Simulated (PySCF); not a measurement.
# Magnetic susceptibility: `OF`, FHO

Geometry:
```tsv
atom	x (Å)	y (Å)	z (Å)
O1	-0.206	0.479	0.024
F2	0.998	-0.220	0.189
H3	-0.779	-0.263	-0.227
```

Method: GIAO B3LYP/pcSseg-1 magnetisability, rotational g tensor and spin-rotation constants, non-relativistic, gas phase (PySCF). Geometry: PBE0-D3(BJ)/def2-SVP.

(1) What are the magnetisability and the molar susceptibility?

(2) Split it along the inertial axes a, b, c into diamagnetic and paramagnetic parts about the centre of mass, with the quadrupole moment.

(3) And the rotational g tensor?

Answers

(1) Isotropic -237 × 10⁻³⁰ J/T², or -14.3 × 10⁻⁶ cm³/mol; principal values -335, -197, -181 × 10⁻³⁰ J/T², anisotropy 146 × 10⁻³⁰ J/T² (root of half the summed squared differences of the principal values). The susceptibility is in cgs units.

(2) 
| axis | χ (10⁻⁶ cm³/mol) | diamagnetic (10⁻⁶ cm³/mol) | paramagnetic (10⁻⁶ cm³/mol) | summed x² of all electrons (Å²) | quadrupole Θ (D Å) |
| --- | --- | --- | --- | --- | --- |
| a | -20.1 | -21.3 | 1.2 | 11.2 | +0.26 |
| b | -10.9 | -57.5 | 46.6 | 2.7 | +1.42 |
| c | -11.9 | -59.1 | 47.2 | 2.3 | -1.69 |

Anisotropies 2χaa − χbb − χcc = -17.5 and 2χbb − χaa − χcc = +10.2 × 10⁻⁶ cm³/mol. Θ is traceless in Buckingham's convention.

(3) 
```csv
axis,rotational constant (GHz),g,nuclear part,electronic part
a,589.2264,+0.6351,0.9613,-0.3262
b,28.1917,-0.1012,0.5155,-0.6167
c,26.9045,-0.0612,0.5359,-0.5970
```
Asymmetric top; isotopes 19F, 1H, 16O; no vibrational averaging.
